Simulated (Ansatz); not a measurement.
A structure drawn as `C=CCO`, with this starting geometry:

Cartesian coordinates in Å:
```
C -1.320 0.216 0.672
C -0.365 -0.479 0.183
C 0.611 0.064 -0.796
O 1.961 -0.143 -0.252
H -1.490 1.293 0.468
H -2.043 -0.209 1.455
H -0.243 -1.552 0.466
H 0.465 1.045 -1.061
H 0.548 -0.593 -1.733
H 1.875 0.358 0.599
```

Total charge 0; spin multiplicity 1.

Question: Relax it with Ansatz at PBE-D4/def2-SVP and then PBE0-D4/def2-TZVP. Is the drawn bonding still there?

Answer: Yes, every drawn bond is still there and no new one forms.

Question: Give the relaxed structure. (An estimate is asked.)

Answer: Computed: 
Z-matrix (Å, degrees):
```
C
C 1 1.492
O 1 1.415 2 112.1
H 1 1.099 2 109.9 3 -124.6
H 1 1.094 2 110.3 3 117.1
C 2 1.326 1 124.1 3 122.6
H 2 1.088 1 115.7 3 -56.1
H 3 0.961 1 107.6 2 -55.6
H 6 1.086 2 121.2 1 0.9
H 6 1.084 2 121.9 1 -179.7
```
All modes are real.

Atoms count as bonded under 1.1 times the sum of their covalent radii (H–H under 0.85 Å, pairs among N, O and F under 1.55 Å), and a drawn bond as lost past 1.3 times.
